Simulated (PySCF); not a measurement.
## Computed data sheet: 1-pentene, `C=CCCC`

1-pentene, C₅H₁₀.
Numbering: `[CH2:1]=[CH:2][CH2:3][CH2:4][CH3:5]` (hydrogens: H6, H7 on C1; H8 on C2; H9, H10 on C3; H11, H12 on C4; H13, H14, H15 on C5)

Structure used (GFN2-xTB), in Å, numbered top down from 1:
```xyz
15
C5H10 angstrom
C      2.4531    0.9072    0.2891
C      1.6218   -0.0533   -0.0672
C      0.2725   -0.2745    0.5363
C     -0.8386   -0.1156   -0.5065
C     -2.2154   -0.3483    0.1020
H      2.2052    1.6084    1.0695
H      3.4159    1.0343   -0.1759
H      1.8922   -0.7426   -0.8573
H      0.1099    0.4330    1.3519
H      0.2245   -1.2870    0.9487
H     -0.7905    0.8907   -0.9287
H     -0.6743   -0.8251   -1.3207
H     -2.4030    0.3632    0.9032
H     -2.9921   -0.2296   -0.6500
H     -2.2858   -1.3529    0.5140
```

**GFN2-xTB geometry**

```yaml
Point_group_of_the_GFN2-xTB_geometry: C1
Rotational_constants_A_B_C_of_the_GFN2-xTB_geometry: 17.975, 2.168, 2.138 GHz
```

PBE0/pcSseg-1 ground state and GIAO shieldings, non-relativistic (PySCF):

```yaml
Dipole_moment: 0.40 D
HOMO_energy: -7.37 eV
LUMO_energy: 0.56 eV
HOMO–LUMO_gap: 7.93 eV
Lowest_Hirshfeld_atomic_charge: -0.12 e on C5
Highest_Hirshfeld_atomic_charge: +0.04 e on H6, H7, H8, H9, H10, H12, H13, H14, H15
13C_chemical_shifts_computed_TMS_as_zero_by_class: 148.9 (C2), 120.2 (C1), 43.8 (C3), 29.0 (C4), 17.3 (C5) ppm
1H_chemical_shifts_computed_TMS_as_zero_by_class: 6.20 (H8), 5.37 (H6), 5.20 (H7), 2.02 (H9/H10), 1.36 (H11/H12), 1.07 (H13/H14/H15) ppm
Mayer_bond_orders_between_heavy_atoms: C1–C2 1.99, C2–C3 1.04, C3–C4 1.01, C4–C5 1.06
```

Monoisotopic mass (most abundant isotopes): 70.0783 u.

A dipole of 0.40 D is allowed in C1, and pure rotational transitions are dipole-allowed. The rotational constants make it an asymmetric top with κ = (2B − A − C)/(A − C) = -1.00, nearer the prolate limit (−1). In atomic units the dipole is 0.16 e·bohr (1 au = 2.5417 D). With B = h/(8π²I), that is 505.379 GHz u Å² over I, the principal moments of inertia are 28.1, 233.1 and 236.4 u Å² (most abundant isotopes).

Geometry: GFN2-xTB, one conformer, isolated molecule. NMR classes are plain means over equivalent atoms (diastereotopic ones count apart unless rotation or inversion swaps them), as if these changed places fast; in this geometry the members of some classes differ.
